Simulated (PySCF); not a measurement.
# NClO (SMILES O=NCl): CISD/STO-6G

What is the energy change on altering one bond length of NClO at CISD/STO-6G? Input form: a Python script.

Program for the calculation: PySCF 2.14.0.

19 further runs of the same task are left out: 9 that didn't finish, 10 set aside as unsound or not needed.

### 1 The system as given

NClO: 3 atoms, total charge 0, spin state singlet. As SMILES, `O=NCl`. The shape is that of a PBE0-D4/def2-TZVP optimisation.

Bond lengths: O1–N2 1.127 Å, N2–Cl3 1.944 Å. Angles: O1–N2–Cl3 113.9°.

### 2 The energy at CISD/STO-6G

File calc.py:

```python
from pyscf import gto, scf, ci

mol = gto.Mole()
mol.atom = '''
O    1.000080  -0.338330   0.513880
N    0.052050  -0.599550  -0.035840
Cl  -1.052130   0.937900  -0.478040
'''
mol.basis = 'sto-6g'
mol.charge = 0
mol.verbose = 4
mol.spin = 0
mol.max_memory = 1860
mol.build()

mf = scf.RHF(mol)
mf.conv_tol = 1e-10
mf.kernel()
if not mf.converged:
    mf = mf.newton().run(mf.mo_coeff, mf.mo_occ)

cisd = ci.CISD(mf, frozen=7)
cisd.kernel()
energy = cisd.e_tot
print(f'total energy: {energy:.8f} hartree')
```

The run is started by

```sh
$ OMP_NUM_THREADS=1 python calc.py
```

Standard output:

```text
PySCF version 2.14.0

[INPUT] num. atoms = 3
[INPUT] num. electrons = 32
[INPUT] charge = 0
[INPUT] spin (= nelec alpha-beta = 2S) = 0
[INPUT] symmetry False subgroup None
[INPUT] Mole.unit = angstrom
[INPUT] Symbol           X                Y                Z      unit          X                Y                Z       unit  Magmom
[INPUT]  1 O      1.000080000000  -0.338330000000   0.513880000000 AA    1.889877302655  -0.639351039724   0.971092460891 Bohr   0.0
[INPUT]  2 N      0.052050000000  -0.599550000000  -0.035840000000 AA    0.098360244784  -1.132985297983  -0.067727784304 Bohr   0.0
[INPUT]  3 Cl    -1.052130000000   0.937900000000  -0.478040000000 AA   -1.988237547439   1.772374132230  -0.903364676587 Bohr   0.0

nuclear repulsion = 86.2494625031143
number of shells = 11
number of NR pGTOs = 114
number of NR cGTOs = 19
basis = sto-6g
ecp = {}

******** <class 'pyscf.scf.hf.RHF'> ********
method = RHF
initial guess = minao
damping factor = 0
level_shift factor = 0
DIIS = <class 'pyscf.scf.diis.CDIIS'>
diis_start_cycle = 1
diis_space = 8
diis_damp = 0
SCF conv_tol = 1e-10
SCF conv_tol_grad = None
SCF max_cycles = 50
direct_scf = True
direct_scf_tol = 1e-13
Set gradient conv threshold to 1e-05
Initial guess from minao.
init E= -586.786063683805
  HOMO = -0.295128701844287  LUMO = 0.0104482331858498  gap/eV = 8.31517
cycle= 1 E= -586.58053139315  delta_E= 0.206  |g|= 0.45  |ddm|=  2.7
  HOMO = -0.283462808959273  LUMO = -0.00422678427279388  gap/eV = 7.59840
cycle= 2 E= -586.670405931582  delta_E= -0.0899  |g|= 0.285  |ddm|=  1.2
  HOMO = -0.334622767025782  LUMO = 0.0879502956844719  gap/eV = 11.49880
cycle= 3 E= -586.693611963417  delta_E= -0.0232  |g|= 0.0537  |ddm|= 0.317
  HOMO = -0.346985717274711  LUMO = 0.130553417020891  gap/eV = 12.99450
cycle= 4 E= -586.696105658643  delta_E= -0.00249  |g|= 0.0278  |ddm|= 0.126
  HOMO = -0.354500773145408  LUMO = 0.138569840753365  gap/eV = 13.41713
cycle= 5 E= -586.697449154434  delta_E= -0.00134  |g|= 0.00689  |ddm|= 0.166
  HOMO = -0.353241997616255  LUMO = 0.139131946281391  gap/eV = 13.39818
cycle= 6 E= -586.697499525449  delta_E= -5.04e-05  |g|= 0.00231  |ddm|= 0.0251
  HOMO = -0.353906150586997  LUMO = 0.139626577676238  gap/eV = 13.42971
cycle= 7 E= -586.697504642207  delta_E= -5.12e-06  |g|= 0.000733  |ddm|= 0.00754
  HOMO = -0.353792737317959  LUMO = 0.139362230166851  gap/eV = 13.41943
cycle= 8 E= -586.697505123381  delta_E= -4.81e-07  |g|= 5.47e-05  |ddm|= 0.0027
  HOMO = -0.353815608499397  LUMO = 0.139370049174898  gap/eV = 13.42027
cycle= 9 E= -586.697505126276  delta_E= -2.9e-09  |g|= 1.66e-05  |ddm|= 0.000186
  HOMO = -0.353813671142407  LUMO = 0.139368338647696  gap/eV = 13.42017
cycle= 10 E= -586.697505126594  delta_E= -3.18e-10  |g|= 3.88e-06  |ddm|= 7.57e-05
  HOMO = -0.353814206587143  LUMO = 0.139369535619396  gap/eV = 13.42021
cycle= 11 E= -586.697505126613  delta_E= -1.91e-11  |g|= 8.38e-07  |ddm|= 2.07e-05
  HOMO = -0.353814114821276  LUMO = 0.139369455278339  gap/eV = 13.42021
Extra cycle  E= -586.697505126614  delta_E= -4.55e-13  |g|= 4.55e-07  |ddm|= 2.7e-06
converged SCF energy = -586.697505126614

******** <class 'pyscf.ci.cisd.RCISD'> ********
CISD nocc = 9, nmo = 12
frozen orbitals 7
max_cycle = 50
direct = 0
conv_tol = 1e-09
max_cycle = 50
max_space = 12
lindep = 0
nroots = 1
Init t2, MP2 energy = -0.149889062002281
RCISD converged
E(RCISD) = -586.8545299917733  E_corr = -0.1570248651598107
total energy: -586.85452999 hartree
```

It took 0.95 s on 1 thread of Arm Neoverse V1, shared host; peak memory 0.1 GiB.

### 3 The distorted shape at the same level

File job.py:

```python
from pyscf import gto, ci

system = gto.M(
    atom='''
O        1.883419      -1.568283       0.867638
N        0.935389      -1.829503       0.317918
Cl      -1.052130       0.937900      -0.478040
''',
    max_memory=1860,
    basis='sto-6g',
    verbose=3,
)

mf = system.RHF()
mf.conv_tol = 1e-10
mf.kernel()
if not mf.converged:
    mf = mf.newton().run(mf.mo_coeff, mf.mo_occ)

cisd = ci.CISD(mf, frozen=7)
cisd.kernel()
e_final = cisd.e_tot
print('Final energy', e_final)
```

The run is started by

```sh
$ OMP_NUM_THREADS=1 python job.py
```

Standard output:

```text
converged SCF energy = -586.537262337616
E(RCISD) = -586.7658914364865  E_corr = -0.2286290988705061
Final energy -586.7658914364865
```

It took 1.2 s on 1 thread of Arm Neoverse V1, shared host; peak memory 0.11 GiB.

### 4 Summary of results

Level: CISD/STO-6G, 7 core orbitals frozen.

| quantity | value |
| --- | --- |
| first shape: total energy | -586.85453 Eh |
| first shape: dipole moment (Hartree–Fock density) | 2.29 D |
| first shape: HOMO energy (Hartree–Fock orbitals) | -9.63 eV |
| first shape: LUMO energy (Hartree–Fock orbitals) | 3.79 eV |
| first shape: HOMO–LUMO gap (Hartree–Fock orbitals) | 13.42 eV |
| first shape: correlation energy (7 core orbitals frozen) | -157.0 mEh |
| distorted shape: total energy | -586.76589 Eh |
| distorted shape: dipole moment (Hartree–Fock density) | 8.09 D |
| distorted shape: HOMO energy (Hartree–Fock orbitals) | -5.71 eV |
| distorted shape: LUMO energy (Hartree–Fock orbitals) | -1.24 eV |
| distorted shape: HOMO–LUMO gap (Hartree–Fock orbitals) | 4.48 eV |
| distorted shape: correlation energy (7 core orbitals frozen) | -228.6 mEh |
| energy change with the N2–Cl3 bond stretched from 1.944 to 3.499 Å | 2.412 eV |

One bond (distorted shape) is far stretched, which a spin-restricted single reference describes badly; a broken-symmetry solution may lie lower. With the N2–Cl3 bond stretched from 1.944 to 3.499 Å the energy rises by 2.41 eV (56 kcal/mol). The first shape isn't relaxed at this level, so the change isn't measured from a minimum. A restricted reference can't describe the breaking bond well at this length. The minimal basis adds a large error of its own. Mulliken charges (first shape) of the mean-field density run from -0.22 on Cl3 to +0.22 on N2; they depend strongly on the basis.
